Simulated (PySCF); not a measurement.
H₂O₄S, SMILES O=S(=O)(O)O, point group C2.

Force field and properties: KT2/cc-pVDZ (PySCF, grid level 2). Vibrational terms come from second-order perturbation theory with semi-diagonal cubic constants, by steps of ±0.6 along the normal coordinates of each isotopologue. The parent has the commonest isotopes.

Equilibrium geometry (Å):

```tsv
atom	x	y	z
O1	-1.1466	-0.0196	1.2702
S2	-0.4350	-0.1367	-0.0065
O3	-0.9944	-0.6599	-1.2569
O4	0.1790	1.3395	-0.3910
O5	0.9346	-0.9793	0.3372
H6	0.2518	1.7921	0.4694
H7	1.2240	-1.3165	-0.5307
```

(1) Give the equilibrium and ground-state rotational constants (MHz) of parent; ²H at 6.

(2) How is the parent's vibrational correction B0 − Be made up?

(3) And its quartic centrifugal distortion constants from the harmonic force field?

A mode lies under 250 cm⁻¹, where this perturbation treatment is rough. Internal rotors are held in one well.

Results:

(1) 
| species | Ae | Be | Ce | A0 | B0 | C0 | Δ0 (u Å²) | harmonic ZPE (cm⁻¹) |
| --- | --- | --- | --- | --- | --- | --- | --- | --- |
| parent | 4803.7 | 4736.4 | 4504.7 | 4782.7 | 4672.1 | 4498.4 | -101.491 | 8113 |
| ²H at 6 | 4763.4 | 4566.9 | 4377 | 4746.6 | 4509.3 | 4365.2 | -102.774 | 7424 |

Δ0 = Ic − Ia − Ib from the ground-state constants.

(2) 
| axis | harmonic | Coriolis | cubic | total (MHz) |
| --- | --- | --- | --- | --- |
| a | 6.83 | -3 | -24.8 | -20.9 |
| b | 6.2 | -4.24 | -66.2 | -64.3 |
| c | 5.57 | -2.42 | -9.42 | -6.27 |

(3) Asymmetric top, A reduction, IIIr representation: ΔJ = 2.46 kHz, ΔJK = -5.81 kHz, ΔK = 5.16 kHz, δJ = 0.186 kHz, δK = -8.07 kHz.
